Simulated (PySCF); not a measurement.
# C3H4FN: the cost of one run

Computed with PySCF 2.14.0, with density-fitted response routines of our own, on a single molecule in the gas phase. Atoms count from 0, in the outputs and in this text.

## 1. The starting structure

9 atoms, charge 0, multiplicity 1; geometry from: GFN2-xTB. The atoms were then displaced at random by about 0.01 Å, so the start is not that level's minimum.

Bonds of the start (Å): C0–N1 1.23, N1–C2 1.37, C2–C3 1.38, C3–F4 1.33, C0–H5 1.08, C0–H6 1.12, C2–H7 1.09, C3–H8 1.06.

## 2. Geometry optimisation at PBE0-D3(BJ)/def2-SVP

What the job is given:

```
{"job": {"xc": "PBE0", "basis": "def2-SVP", "d3": "d3bj", "grid": 1, "shake": 0.01, "kind": "geom"}, "charge": 0, "multiplicity": 1}
C     -1.761030    -0.145500    -0.194390
N     -0.610590    -0.571420    -0.148530
C      0.428770     0.285050     0.074120
C      1.740610    -0.140280     0.142800
F      2.049290    -1.426930    -0.014710
H     -2.587990    -0.812830    -0.381410
H     -2.037500     0.934030    -0.070040
H      0.276950     1.359570     0.214820
H      2.559300     0.501170     0.343620
```

The run is started by

```bash
$ OMP_NUM_THREADS=1 python probes_run.py task.json out
```

One launch serves the whole session: the jobs run in the order shown.

Q: Estimate the wall time and peak memory of this first job on 1 thread of Arm Neoverse V1, shared host.

About 21 s, with a peak of 0.38 GiB.
